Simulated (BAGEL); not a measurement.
**C3H5 (cyclopropyl): UHF/STO-3G (density fitting with qzvpp-jkfit)**

Aim: the vertical doublet–quartet gap of C3H5 (cyclopropyl) at UHF/STO-3G (density fitting with qzvpp-jkfit), from 2 runs. 

Program for the calculation: BAGEL 1.2.2.

4 further runs of the same task are left out: 3 that didn't finish, 1 set aside as unsound or not needed. Runs told in other sessions of the task aren't counted.

### Step 1. The molecule

C3H5: 8 atoms, total charge 0, spin state doublet. As SMILES, `[CH]1CC1`. Geometry: relaxed at PBE0-D4/def2-TZVP.

Bond lengths: C1–C2 1.459 Å, C1–C3 1.459 Å, C2–C3 1.523 Å, C1–H4 1.079 Å, C2–H5 1.087 Å, C2–H6 1.087 Å, C3–H7 1.087 Å, C3–H8 1.087 Å. Some angles: C1–C2–C3 58.5°, C2–C1–C3 62.9°, C1–C3–C2 58.5°, C1–C2–H5 119.2°, C1–C2–H6 118.9°, C3–C2–H5 119.0°, C3–C2–H6 116.7°, C2–C1–H4 132.7°, C3–C1–H4 132.7°, C1–C3–H7 118.9°.

### Step 2. A single-point energy at UHF/STO-3G (density fitting with qzvpp-jkfit)

File job.json:

```json
{ "bagel": [

{
  "title": "molecule",
  "basis": "sto-3g",
  "df_basis": "qzvpp-jkfit",
  "angstrom": true,
  "geometry": [
    { "atom": "C", "xyz": [      -0.922400,      -0.237300,      -0.208900 ] },
    { "atom": "C", "xyz": [       0.037400,       0.758900,       0.254400 ] },
    { "atom": "C", "xyz": [       0.443600,      -0.691200,       0.028700 ] },
    { "atom": "H", "xyz": [      -1.570500,      -0.284700,      -1.070600 ] },
    { "atom": "H", "xyz": [       0.388600,       1.518600,      -0.439000 ] },
    { "atom": "H", "xyz": [      -0.013700,       1.097500,       1.285600 ] },
    { "atom": "H", "xyz": [       0.653200,      -1.283800,       0.915000 ] },
    { "atom": "H", "xyz": [       1.075900,      -0.935200,      -0.820900 ] }
  ]
},

{
  "title": "uhf",
  "nopen": 1
},

{
  "title": "print",
  "file": "orbitals.molden",
  "orbitals": true
}

]}
```

Command:

```
$ BAGEL_NUM_THREADS=1 BAGEL job.json > job.out
```

The log of the run:

```text
* using 1 threads per process

  ===============================================================
  ===============================================================

  *** Geometry ***

  { "atom" : "C", "xyz" : [     -1.743083,     -0.448432,     -0.394764 ] },
  { "atom" : "C", "xyz" : [      0.070676,      1.434113,      0.480746 ] },
  { "atom" : "C", "xyz" : [      0.838283,     -1.306179,      0.054235 ] },
  { "atom" : "H", "xyz" : [     -2.967815,     -0.538005,     -2.023141 ] },
  { "atom" : "H", "xyz" : [      0.734348,      2.869738,     -0.829590 ] },
  { "atom" : "H", "xyz" : [     -0.025889,      2.073974,      2.429432 ] },
  { "atom" : "H", "xyz" : [      1.234369,     -2.426030,      1.729099 ] },
  { "atom" : "H", "xyz" : [      2.033156,     -1.767272,     -1.551276 ] },

  Number of auxiliary basis functions:      315

  Since a DF basis is specified, we compute 2- and 3-index integrals:
    o Being stored without compression. Storage requirement is 0.001 GB

  Number of basis functions:       20
  Number of electrons      :       23

    * METHOD: MOLECULE                             0.05

  *** Open-shell HF ***

  === Nuclear Repulsion ===
    69.4632680108

      * DIIS with orbital gradients will be used.

  === UHF iteration (sto-3g) ===
      0       -114.97283700          0.02443870           0.00
      1       -115.00640812          0.00840592           0.00
      2       -115.01106791          0.00319144           0.00
      3       -115.01223500          0.00098071           0.00
      4       -115.01247149          0.00028802           0.00
      5       -115.01257044          0.00006711           0.00
      6       -115.01259459          0.00001548           0.00
      7       -115.01259716          0.00000697           0.00
      8       -115.01259796          0.00000184           0.00
      9       -115.01259801          0.00000071           0.00
     10       -115.01259801          0.00000017           0.00
     11       -115.01259801          0.00000009           0.00
     12       -115.01259801          0.00000004           0.00
     13       -115.01259801          0.00000001           0.00
    * SCF iteration converged.

    * S^2 (UHF) is 0.7625

    * Permanent dipole moment:
           (   -0.034188,    -0.024580,     0.096245) a.u.

    * METHOD: UHF                                  0.09

    * METHOD: PRINT                                0.00

  ===============================================================
```

It took 0.26 s on 1 thread of Arm Neoverse V2, shared host.

### Step 3. The quartet at the same level

File hf.json:

```json
{ "bagel" : [

{
  "title" : "molecule",
  "basis" : "sto-3g",
  "df_basis" : "qzvpp-jkfit",
  "angstrom" : "true",
  "geometry" : [
    { "atom" : "C", "xyz" : [      -0.922400,      -0.237300,      -0.208900 ] },
    { "atom" : "C", "xyz" : [       0.037400,       0.758900,       0.254400 ] },
    { "atom" : "C", "xyz" : [       0.443600,      -0.691200,       0.028700 ] },
    { "atom" : "H", "xyz" : [      -1.570500,      -0.284700,      -1.070600 ] },
    { "atom" : "H", "xyz" : [       0.388600,       1.518600,      -0.439000 ] },
    { "atom" : "H", "xyz" : [      -0.013700,       1.097500,       1.285600 ] },
    { "atom" : "H", "xyz" : [       0.653200,      -1.283800,       0.915000 ] },
    { "atom" : "H", "xyz" : [       1.075900,      -0.935200,      -0.820900 ] }
  ]
},

{
  "title" : "uhf",
  "nopen" : 3
},

{
  "title" : "print",
  "file" : "orbitals.molden",
  "orbitals" : "true"
}

]}
```

Command:

```
$ BAGEL_NUM_THREADS=1 BAGEL hf.json > hf.out
```

The log of the run:

```text
* using 1 threads per process

  ===============================================================
  ===============================================================

  *** Geometry ***

  { "atom" : "C", "xyz" : [     -1.743083,     -0.448432,     -0.394764 ] },
  { "atom" : "C", "xyz" : [      0.070676,      1.434113,      0.480746 ] },
  { "atom" : "C", "xyz" : [      0.838283,     -1.306179,      0.054235 ] },
  { "atom" : "H", "xyz" : [     -2.967815,     -0.538005,     -2.023141 ] },
  { "atom" : "H", "xyz" : [      0.734348,      2.869738,     -0.829590 ] },
  { "atom" : "H", "xyz" : [     -0.025889,      2.073974,      2.429432 ] },
  { "atom" : "H", "xyz" : [      1.234369,     -2.426030,      1.729099 ] },
  { "atom" : "H", "xyz" : [      2.033156,     -1.767272,     -1.551276 ] },

  Number of auxiliary basis functions:      315

  Since a DF basis is specified, we compute 2- and 3-index integrals:
    o Being stored without compression. Storage requirement is 0.001 GB

  Number of basis functions:       20
  Number of electrons      :       23

    * METHOD: MOLECULE                             0.05

  *** Open-shell HF ***

  === Nuclear Repulsion ===
    69.4632680108

      * DIIS with orbital gradients will be used.

  === UHF iteration (sto-3g) ===
      0       -114.53569844          0.02757244           0.00
      1       -114.58439345          0.01113238           0.00
      2       -114.59335993          0.00476712           0.00
      3       -114.59666907          0.00221566           0.00
      4       -114.59726208          0.00115539           0.00
      5       -114.59767673          0.00041569           0.00
      6       -114.59774191          0.00012007           0.00
      7       -114.59774889          0.00005221           0.00
      8       -114.59775100          0.00002727           0.00
      9       -114.59775148          0.00001388           0.00
     10       -114.59775152          0.00001095           0.00
     11       -114.59775157          0.00000785           0.00
     12       -114.59775161          0.00000483           0.00
     13       -114.59775162          0.00000193           0.00
     14       -114.59775163          0.00000099           0.00
     15       -114.59775163          0.00000023           0.00
     16       -114.59775163          0.00000010           0.00
     17       -114.59775163          0.00000005           0.00
     18       -114.59775163          0.00000002           0.00
     19       -114.59775163          0.00000001           0.00
    * SCF iteration converged.

    * S^2 (UHF) is 3.7732

    * Permanent dipole moment:
           (   -0.143997,    -0.052271,     0.077566) a.u.

    * METHOD: UHF                                  0.12

    * METHOD: PRINT                                0.00

  ===============================================================
```

Wall time 0.3 s (1 thread of Arm Neoverse V2, shared host).

### Step 4. Results

Level: UHF/STO-3G (density fitting with qzvpp-jkfit).

```
                                        quantity          value
                           doublet: total energy  -115.01260 Eh
                          doublet: dipole moment         0.27 D
                                   doublet: ⟨S²⟩          0.762
                           quartet: total energy  -114.59775 Eh
                          quartet: dipole moment         0.44 D
                                   quartet: ⟨S²⟩          3.773
vertical energy of the quartet above the doublet      11.289 eV
```

At this shape the quartet lies 11.29 eV (1089 kJ/mol) above the doublet. In a minimal basis such a difference can be off by several eV, whatever the method.
